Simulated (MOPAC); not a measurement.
MOPAC input (PM3):

```
PM3 PRECISE GNORM=0.05 LET XYZ CHARGE=-1 GEO-OK AUX(PRECISION=9) THREADS=1
CH3O

C    -0.16649132 1    0.77560483 1    0.01113563 1
O    -0.09158675 1   -0.73334912 1   -0.01012874 1
H     0.83810554 1   -1.00422090 1   -0.01541851 1
H     0.44817495 1    1.09642783 1    0.89008978 1
H     0.44536144 1    1.12095706 1   -0.86045513 1
```

Output:

```
 *******************************************************************************
 **                                                                           **
 **                              MOPAC v23.2.5                                **
 **                                                                           **
 *******************************************************************************
 ** MOPAC's Digital Object Identifier: https://doi.org/10.5281/zenodo.6511958 **
 **                                                                           **
 ** Please cite the open-source release paper for use of this MOPAC version:  **
 ** J. E. Moussa and J. J. P. Stewart (2026)                                  **
 ** MOPAC: An open-source semiempirical molecular orbital program             **
 ** J. Open Source Softw., 11(119), 8025, https://doi.org/10.21105/joss.08025 **
 *******************************************************************************

                              PM3 CALCULATION RESULTS

 *******************************************************************************
 *  PM3        - The PM3 Hamiltonian to be used
 *  GEO-OK     - OVERRIDE INTERATOMIC DISTANCE AND OTHER SAFETY CHECKS
 *
 *
 *
 *                 CHARGE ON SYSTEM = -1
 *
 *
 *
 *  LET        - OVERRIDE SOME SAFETY CHECKS
 *  PRECISE    - TIGHTER CRITERIA TO BE USED
 *  XYZ        - CARTESIAN COORDINATE SYSTEM TO BE USED
 *  GNORM      - EXIT WHEN GRADIENT NORM DROPS BELOW 0.050
 *  AUX        - OUTPUT AUXILIARY INFORMATION
 *******************************************************************************
PM3 PRECISE GNORM=0.05 LET XYZ CHARGE=-1 GEO-OK AUX(PRECISION=9) THREADS=1
 CH3O

   ATOM   CHEMICAL          X               Y               Z
  NUMBER   SYMBOL      (ANGSTROMS)     (ANGSTROMS)     (ANGSTROMS)

     1       C         -0.16649132  *   0.77560483  *   0.01113563  *
     2       O         -0.09158675  *  -0.73334912  *  -0.01012874  *
     3       H          0.83810554  *  -1.00422090  *  -0.01541851  *
     4       H          0.44817495  *   1.09642783  *   0.89008978  *
     5       H          0.44536144  *   1.12095706  *  -0.86045513  *

          CARTESIAN COORDINATES

    NO.       ATOM           X           Y           Z

     1         C         -0.1665      0.7756      0.0111
     2         O         -0.0916     -0.7333     -0.0101
     3         H          0.8381     -1.0042     -0.0154
     4         H          0.4482      1.0964      0.8901
     5         H          0.4454      1.1210     -0.8605

  H: (PM3): J. J. P. STEWART, J. COMP. CHEM. 10, 209 (1989).
  C: (PM3): J. J. P. STEWART, J. COMP. CHEM. 10, 209 (1989).
  O: (PM3): J. J. P. STEWART, J. COMP. CHEM. 10, 209 (1989).

           Empirical Formula: C H3 O  =     5 atoms

      MOLECULAR POINT GROUP   :   Cs

      RHF CALCULATION, NO. OF DOUBLY OCCUPIED LEVELS = 7

          Geometry optimization using EF

          DIAGONAL MATRIX USED AS START HESSIAN

 CYCLE:     1  GRAD.:   108.115 HEAT:  2.486342
 CYCLE:     2  GRAD.:   240.168 HEAT:  3.670101
 CYCLE:     3  GRAD.:   144.633 HEAT:-0.3597742E-01
 CYCLE:     4  GRAD.:   144.966 HEAT:  3.644073
 CYCLE:     5  GRAD.:   143.776 HEAT: 0.1659469
 CYCLE:     6  GRAD.:   133.036 HEAT:-0.1092795
 CYCLE:     7  GRAD.:    59.962 HEAT: -4.744944
 CYCLE:     8  GRAD.:    15.055 HEAT: -5.877538
 CYCLE:     9  GRAD.:     3.318 HEAT: -5.980515
 CYCLE:    10  GRAD.:     1.563 HEAT: -5.985651
 CYCLE:    11  GRAD.:     0.224 HEAT: -5.986658
 CYCLE:    12  GRAD.:     0.058 HEAT: -5.986698
 CYCLE:    13  GRAD.:     0.059 HEAT: -5.986706
 CYCLE:    14  GRAD.:     0.251 HEAT: -5.986683
 CYCLE:    15  GRAD.:     0.004 HEAT: -5.986708

     GRADIENT =  0.00435 IS LESS THAN CUTOFF =  0.05000

 -------------------------------------------------------------------------------
 PM3 PRECISE GNORM=0.05 LET XYZ CHARGE=-1 GEO-OK AUX(PRECISION=9) THREADS=1
 CH3O

     GEOMETRY OPTIMISED USING EIGENVECTOR FOLLOWING (EF).
     SCF FIELD WAS ACHIEVED

                              PM3 CALCULATION
                                                       MOPAC v23.2.5 Linux

          FINAL HEAT OF FORMATION =         -5.98671 KCAL/MOL =     -25.04838 KJ/MOL

          COSMO AREA              =         64.30 SQUARE ANGSTROMS
          COSMO VOLUME            =         45.82 CUBIC ANGSTROMS

          GRADIENT NORM           =          0.00435          =       0.00195 PER ATOM
          IONIZATION POTENTIAL    =          0.077010 EV
          HOMO LUMO ENERGIES (EV) =         -0.077 11.042
          NO. OF FILLED LEVELS    =          7
          MOLECULAR WEIGHT        =         31.0341         POINT GROUP:  Cs

          MOLECULAR DIMENSIONS (Angstroms)

            Atom       Atom       Distance
            H     4    H     3     2.33621
            H     5    O     2     1.66420
            H     4    C     1     0.83545

          SCF CALCULATIONS        =         16

   ATOM   CHEMICAL          X               Y               Z
  NUMBER   SYMBOL      (ANGSTROMS)     (ANGSTROMS)     (ANGSTROMS)

     1       C         -0.10771693  *   0.68767936  *   0.00980889  *
     2       O         -0.10216608  *  -0.66240650  *  -0.00911759  *
     3       H          0.80819971  *  -1.00134439  *  -0.01533023  *
     4       H          0.38277284  *   1.10528218  *   0.90065857  *
     5       H          0.37992585  *   1.13010106  *  -0.87056083  *

                             CARTESIAN COORDINATES

   1    C       -0.107716929     0.687679360     0.009808895
   2    O       -0.102166083    -0.662406496    -0.009117593
   3    H        0.808199711    -1.001344389    -0.015330232
   4    H        0.382772837     1.105282178     0.900658566
   5    H        0.379925849     1.130101063    -0.870560826

           Empirical Formula: C H3 O  =     5 atoms

      MOLECULAR POINT GROUP   :   Cs

                  EIGENVALUES
 -30.05753 -16.71709 -10.46448  -7.84710  -6.99513  -3.30823  -0.07701  11.04217
  11.59969  12.22234  13.83392

              NET ATOMIC CHARGES AND DIPOLE CONTRIBUTIONS

  ATOM NO.   TYPE          CHARGE      No. of ELECS.   s-Pop       p-Pop
    1          C          -0.641049        4.6410     1.34937     3.29168
    2          O          -0.239227        6.2392     1.80970     4.42953
    3          H          -0.017662        1.0177     1.01766
    4          H          -0.051031        1.0510     1.05103
    5          H          -0.051031        1.0510     1.05103
 DIPOLE           X         Y         Z       TOTAL
 POINT-CHG.    -0.015    -1.989    -0.028     1.989
 HYBRID         2.288    -0.133    -0.006     2.292
 SUM            2.273    -2.122    -0.033     3.110

          ATOMIC ORBITAL ELECTRON POPULATIONS

     Atom    s        px        py        pz
    1  C   1.34937   1.57099   0.82346   0.89723
    2  O   1.80970   1.22752   1.23139   1.97062
    3  H   1.01766
    4  H   1.05103
    5  H   1.05103

 **********************
 *                    *
 * JOB ENDED NORMALLY *
 *                    *
 **********************

 == MOPAC DONE ==
```

The dipole moment of an ion depends on the origin.
